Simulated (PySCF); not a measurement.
NO₂, SMILES [O]N=O, multiplicity 2.

Coordinates come from a ωB97X-D3(BJ)/def2-TZVP optimisation.

Computed with r2SCAN/def2-TZVPD (PySCF).

Gas-phase values at a fixed geometry.

The total energy is -205.07942 hartree and the point group comes out as C2v. The α spin, highest occupied and lowest empty level comes out as -6.87 and -3.31 eV. The β spin, highest occupied and lowest empty level comes out as -8.69 and -4.63 eV and the dipole moment comes out as 0.30 D. The quadrupole, principal values (traceless, Buckingham form, about the centre of nuclear charge) is -2.51, 0.64, 1.87 D·Å, the mean static polarisability is 18.4 bohr³ (2.72 Å³) and the polarisability, principal values is 12.3, 14.7, 28.0 bohr³. The ⟨S²⟩ is 0.754 (pure state 0.75).
